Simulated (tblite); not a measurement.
Compound: C5H5N.
Atom-mapped SMILES: `[N:1]#[C:2][C:3]1=[CH:4][CH2:5][CH2:6]1` (hydrogens: H7 on C4; H8, H9 on C5; H10, H11 on C6)

All values are computed: GFN2-xTB (tblite) harmonic vibrations without scaling, gas phase. Against measured fundamentals such values can be off by several per cent, at times by over 20.

Harmonic wavenumbers (cm⁻¹): 154.1, 164.6, 316.4, 537.0, 537.9, 605.0, 729.7, 834.2, 936.9, 991.7, 994.2, 1021.0, 1043.6, 1119.7, 1164.4, 1204.0, 1234.5, 1259.3, 1439.7, 1453.9, 1653.6, 2357.5, 2986.6, 3005.5, 3011.0, 3016.7, 3132.9.

A = 12771, B = 2412, C = 2082 MHz; mass 79.042 u (most abundant isotopes); point group Cs, symmetry number 1.

Problem. Zero-point energy?

Solution. ½Σν̃ = 18453 cm⁻¹ = 220.74 kJ/mol.

Problem. Entropy at 500 K, 1 bar (ideal gas, RRHO, classical rotation)?

Solution. Translation 174.10, rotation 115.31, vibration 78.71: S = 368.1 J/(mol K).

Problem. And Cp and H(500 K) − H(0)?

Solution. Cp = 134.51 J/(mol K), of which vibrations give 101.25 (their classical limit is 27 R = 224.5); H(500 K) − H(0) = 39.71 kJ/mol without the zero-point energy, 23.08 from vibrations.

Problem. What must be added to the electronic energy to get the Gibbs energy at 500 K and 1 bar?

Solution. ZPE + [H(500 K) − H(0)] − T·S = 220.74 + 39.71 − 184.06 = 76.39 kJ/mol.

Problem. How do the functions run with temperature in this model?

Solution. 
```
 T (K)  S (J/(mol K))  Cp (J/(mol K))  H − H(0) (kJ/mol)  G − H(0) (kJ/mol)  ln q(vib)
    50          213.8            37.0               1.70              -8.99       0.02
   100          242.5            46.6               3.80             -20.45       0.23
298.15          310.8            89.1              16.92             -75.73       1.81
373.15          332.8           107.5              24.30             -99.87       2.55
   750          430.3           171.5              78.34            -244.36       6.76
  1000          483.1           195.2             124.38            -358.70       9.56
```

q(vib) and H(0) count from the zero-point level.

Problem. Which modes carry the vibrational entropy at 500 K?

Solution. 154.1 cm⁻¹: 15.14; 164.6 cm⁻¹: 14.61; 316.4 cm⁻¹: 9.38; 537.0 cm⁻¹: 5.48; 537.9 cm⁻¹: 5.47; 605.0 cm⁻¹: 4.68 J/(mol K); the other 21 give 23.96 together.

Hindered rotation and anharmonicity are outside this model.

Run on x86-64 server, one thread, on a shared host. This covers the Hessian and the dipole derivatives.
